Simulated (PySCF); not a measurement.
# AlN: from the state search to spectroscopic constants

The task here is to estimate one member of a computed series from the others.

Program: PySCF 2.14.0. Level of theory: Al def2-TZVPP, N def2-TZVPP, no relativity. These are calculated values, not measurements.

Set-up of the first run:

Settings of the job:

* atoms: Al, N
* charge: 0
* basis: Al def2-TZVPP, N def2-TZVPP
* Hamiltonian: no relativity
* basis functions: 73
* electrons treated: 20
* masses in u: 26.9815, 14.0031
* levels: PBE0, PBE, r²SCAN, TPSSh, B3LYP, revPBE, MN15, HSE06, HF, MP2, SCS-MP2, CCSD, CCSD(T)
* grid: 80 radial by 434 angular points
* occupations: held fixed by the projection of orbital angular momentum
* dissociation limit: Al + N, each in its ground configuration
* starting distance in angstrom: 1.850
* values of 2S to try: 0, 2, 4

Launch:

```
OMP_NUM_THREADS=1 python dia.py task.json out
```

Among the steps run: Input; The PBE0 curve of the state that the search chose; Higher solutions at PBE0; PBE (GGA); r²SCAN (meta-GGA); TPSSh (hybrid meta-GGA); B3LYP; revPBE (GGA); MN15; HSE06; ROHF (mean field); Adding correlation.

One table of the session follows, with a row left open; its other results are not shown here.

It belongs to the step «Constants by level of theory». 

| level | Re (Å) | ωe (cm⁻¹) | De (eV) |
| --- | --- | --- | --- |
| ROHF | 1.819 | 718 | 0.54 |
| ROHF-MP2 | 1.820 | 721 | 2.03 |
| ROHF-SCS-MP2 | 1.820 | 721 | 2.07 |
| ROHF-CCSD | ? | ? | ? |
| ROHF-CCSD(T) | 1.806 | 738 | 2.26 |
| PBE | 1.793 | 755 | 3.08 |
| revPBE | 1.801 | 741 | 2.86 |
| r²SCAN | 1.784 | 768 | 2.70 |
| TPSSh | 1.792 | 749 | 2.70 |
| B3LYP | 1.792 | 743 | 2.76 |
| PBE0 | 1.789 | 750 | 2.60 |
| HSE06 | 1.789 | 746 | 2.60 |
| MN15 | 1.792 | 733 | 2.87 |

Estimate the missing values for ROHF-CCSD.

**Answer.** Re (Å): 1.805; ωe (cm⁻¹): 740; De (eV): 2.08. In the column «Re (Å)» it lies between revPBE (1.801) and ROHF-CCSD(T) (1.806).

De is counted to Al + N in their ground configurations.
